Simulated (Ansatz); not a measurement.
**AlH (singlet): the correlation ladder, cc-pVQZ**

An exercise on one series of results from a longer session: the logs are not shown, and one member is left open.

Program: Ansatz 0.2.0, Gaussian basis. Level of theory: cc-pVQZ, core rule «outside noble gas», up to 5 orbitals frozen. These are calculated values, not measurements.

Plan: UHF; CCSD(T) on RHF; CCSD(T) on UHF; BCCD(T) on RHF; CCSDT(Q) on RHF; CCSDT(Q) on UHF; CASSCF and MRCISD+Q, 4 electrons in 5 orbitals; CASSCF and NEVPT2, 4 electrons in 5 orbitals; Full CI.

10 further runs of the same task are left out: 2 for a known fault of the program, 2 that didn't finish, 6 set aside as unsound or not needed.

## The geometry

The geometry is a PBE0/def2-TZVP stationary point (not a proven minimum).

2 atoms, charge 0, spin multiplicity 1.

Atoms are counted from 1 here; the program's logs count them from 0.

Bond lengths: Al1–H2 1.665 Å.

Set-up of the first run:

in.yaml

```yaml
crystal:
  periodic: [false, false, false]
  atoms:
    - {symbol: Al, position_ang: [0.000000, 0.000000, 0.000000]}
    - {symbol: H, position_ang: [0.000000, 0.000000, 1.664886]}
basis:
  gaussian: {orbitals: cc-pVQZ}
magnetization: {spin_polarized: true, initial_magnetization: 0}
hamiltonian: {xc: hf}
output: {orbitals: {seedname: orbitals}}
```

On the command line:

```sh
> ansatz run in.yaml --threads 1 --pin off --events-out ev --progress --plain --max-ram 2393MiB
```

Steps of the session up to this table: UHF; CCSD(T) on RHF; CCSD(T) on UHF; BCCD(T) on RHF; CCSDT(Q) on RHF; CCSDT(Q) on UHF; CASSCF and MRCISD+Q, 4 electrons in 5 orbitals; CASSCF and NEVPT2, 4 electrons in 5 orbitals; Full CI.

One table of the session follows, with a row left open; its other results are not shown here.

It belongs to the step «Misses and costs». 

```
          method  from FCI (meV)
             RHF         +2360.2
             UHF         +2345.9
            RMP2          +568.7
           RCCSD           +54.9
        RCCSD(T)           +11.8
         BCCD(T)           +11.8
          RCCSDT            +1.8
       RCCSDT(Q)               ?
  CASSCF valence         +1111.8
  NEVPT2 valence          +379.8
  MRCISD valence           +43.4
MRCISD+Q valence           +13.2
             FCI               0
```

**Question.** Estimate the row for RCCSDT(Q).

**Answer.** from FCI (meV): +0.3. In the column «from FCI (meV)» it lies between FCI (0) and RCCSDT (+1.8).

Not comparable, so not listed: CCSD(T) on UHF; CCSDT(Q) on UHF (they don't share determinant, frozen orbitals or solution with the rows shown, or repeat one).
